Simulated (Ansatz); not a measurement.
Start from `N[Si]O` and change one atom or group to get `O[Si]S`.

Ansatz, PBE0-D4/def2-TZVP geometries, multiplicity 1. Each molecule was computed in one conformer, which needn't be the lowest.

```csv
property,`N[Si]O`
HOMO energy (B3LYP/def2-TZVPP) / eV,-6.59
HOMO energy (PBE0/def2-TZVPP) / eV,-6.75
HOMO energy (ωB97M-V/def2-TZVPP) / eV,-8.90
LUMO energy (B3LYP/def2-TZVPP) / eV,-0.84
"ideal-gas entropy at 298 K and 1 bar (rigid rotor, harmonic PBE0-D4/def2-TZVP) / J/(mol·K)",276
size of the dipole moment (B3LYP/def2-TZVPP) / D,3.05
```

(1) What does the change do to each property? (Estimate.)

Answers

(1) Computed: 
```tsv
property	`O[Si]S`	shift
HOMO energy (B3LYP/def2-TZVPP) / eV	-6.90	-0.31
HOMO energy (PBE0/def2-TZVPP) / eV	-7.09	-0.34
HOMO energy (ωB97M-V/def2-TZVPP) / eV	-9.15	-0.25
LUMO energy (B3LYP/def2-TZVPP) / eV	-1.89	-1.05
ideal-gas entropy at 298 K and 1 bar (rigid rotor, harmonic PBE0-D4/def2-TZVP) / J/(mol·K)	289	13
size of the dipole moment (B3LYP/def2-TZVPP) / D	1.81	-1.24
```

With PBE0 the HOMO falls by 0.34 eV and the LUMO falls by 1.08 eV, so the gap narrows by about 0.74 eV. PBE moves the HOMO by -0.37 eV and ωB97M-V by -0.25 eV. The zero-point energy changes by -43.4 kJ/mol with -3 modes. Dipoles are sizes alone; their direction can turn.

B3LYP here is the variant with VWN-RPA as its local correlation; programs differ in this.
